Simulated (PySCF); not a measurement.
**SNF₂: from structure and modes to constants**

These are results of PySCF, UPBE0, basis S def2-TZVP, N def2-TZVP, F def2-TZVP (no relativity, density fitting), not measurements.

The doublet minimum has Cs symmetry. Masses (u): S 31.97207, N 14.00307, F 18.99840.

```xyz
4
charge 0 multiplicity 2, angstrom
S    -0.1898    0.3582   -0.1272
N    -1.3357   -0.3233   -0.7740
F     0.0753   -0.1400    1.3700
F     1.2286   -0.2236   -0.5855
```

Harmonic wavenumbers (cm⁻¹): 309.3 (a'', ×1), 372.8 (a', ×1), 421.7 (a', ×1), 720.6 (a'', ×1), 764.9 (a', ×1), 1194.8 (a', ×1).

(1) Find the principal moments of inertia and the rotational constants. What kind of rotor is it?

(2) What is the harmonic zero-point energy?

(3) Find the vibrational entropy and heat capacity at 298.15 K.

(4) Give the standard entropy (298.15 K, 1 bar) by its translational, rotational, vibrational and spin parts, and Cp.

## Answers

(1) About the centre of mass I = 55.845, 63.86, 106.07 u Å². With B = 16.8576/I this gives 0.3019, 0.264, 0.1589 cm⁻¹. The molecule is an asymmetric top with κ = 0.47.

(2) Half the sum of all 6 wavenumbers, 3784/2 = 1892 cm⁻¹, which is 22.6 kJ/mol (1 cm⁻¹ = 0.0119627 kJ/mol).

(3) With u = 1.43878 ω/T, each mode gives S = R[u/(eᵘ−1) − ln(1−e⁻ᵘ)] and C = R u² eᵘ/(eᵘ−1)².
```
ω (cm⁻¹)      u  S (J/(mol K))  C (J/(mol K))
   309.3  1.493           5.72           6.93
   372.8  1.799           4.47           6.39
   421.7  2.035           3.71           5.95
   720.6  3.477           1.18           3.31
   764.9  3.691           1.00           2.97
  1194.8  5.766           0.18           0.87
```
The sums over all modes are S = 16.2 and C = 26.4 J/(mol K); the softest mode gives 35 % of the entropy.

(4) Sackur–Tetrode with M = 83.97 u gives 164.1; rotation with symmetry number 1 gives 101.9; vibration 16.2; spin R ln 2 = 5.8. The total is 288.0 J/(mol K), and Cp = 4 R + 26.4 = 59.7 J/(mol K).

Other isomers or separated fragments may lie lower.
